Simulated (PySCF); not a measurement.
Gas-phase reaction: 2 SiF4 + SiO(OH)2 → 2 SiHF2 + 2 FO + SiOF2

Energies from PySCF, thermal terms from the rigid-rotor harmonic-oscillator model, ideal gas at 1 bar. † marks an energy on the PBE0/def2-TZVP geometry and frequencies; other levels use their own. MP2 freezes the core. 6-31G* has spherical d functions here. Open shells (unrestricted): SiHF2 (multiplicity 2), FO (multiplicity 2, electronic degeneracy 4); the rest are closed-shell singlets. Spin-orbit splitting is ignored; it lowers the true energy and changes the entropy of FO. B3LYP is the form with VWN-RPA correlation. SiO(OH)2, SiHF2, SiOF2: computed as isolated molecules; such fragments, hydroxides, amides, oligomers or adducts are transient or little studied in the gas. MP2 isn't extrapolated to the basis-set limit; its ΔH°(298 K) is 2129.2 kJ in def2-SVP and 2259.4 kJ in def2-TZVPP. The harmonic model lacks anharmonicity and excited electronic states, which grow with temperature; levels with a mode under 35 cm⁻¹ are left out. Internal rotation in SiO(OH)2 is treated as a harmonic vibration of one conformer, which makes the entropy rough.

ΔH° and ΔS° at 298 K: B3LYP/def2-TZVP† 2036 kJ, 396 J/K; BLYP/def2-TZVP† 1946 kJ, 396 J/K; HF/6-31G* 1905 kJ, 399 J/K; MP2/def2-TZVPP† 2259 kJ, 396 J/K; PBE/def2-SVP 1905 kJ, 392 J/K.

Problem. With the heat capacities included, give log10 K (1 bar) at 500, 800, 1600, 2000, 2500 K from B3LYP/def2-TZVP†, BLYP/def2-TZVP†, HF/6-31G*, MP2/def2-TZVPP†, PBE/def2-SVP.

Solution. 
```json
[
 {"T (K)": "500", "B3LYP/def2-TZVP†": "-192.1", "BLYP/def2-TZVP†": "-182.7", "HF/6-31G*": "-178.2", "MP2/def2-TZVPP†": "-215.4", "PBE/def2-SVP": "-178.6"},
 {"T (K)": "800", "B3LYP/def2-TZVP†": "-112.4", "BLYP/def2-TZVP†": "-106.6", "HF/6-31G*": "-103.7", "MP2/def2-TZVPP†": "-127.0", "PBE/def2-SVP": "-104.2"},
 {"T (K)": "1600", "B3LYP/def2-TZVP†": "-46.4", "BLYP/def2-TZVP†": "-43.4", "HF/6-31G*": "-41.9", "MP2/def2-TZVPP†": "-53.7", "PBE/def2-SVP": "-42.3"},
 {"T (K)": "2000", "B3LYP/def2-TZVP†": "-33.2", "BLYP/def2-TZVP†": "-30.9", "HF/6-31G*": "-29.6", "MP2/def2-TZVPP†": "-39.1", "PBE/def2-SVP": "-30.0"},
 {"T (K)": "2500", "B3LYP/def2-TZVP†": "-22.7", "BLYP/def2-TZVP†": "-20.9", "HF/6-31G*": "-19.8", "MP2/def2-TZVPP†": "-27.4", "PBE/def2-SVP": "-20.3"}
]
```
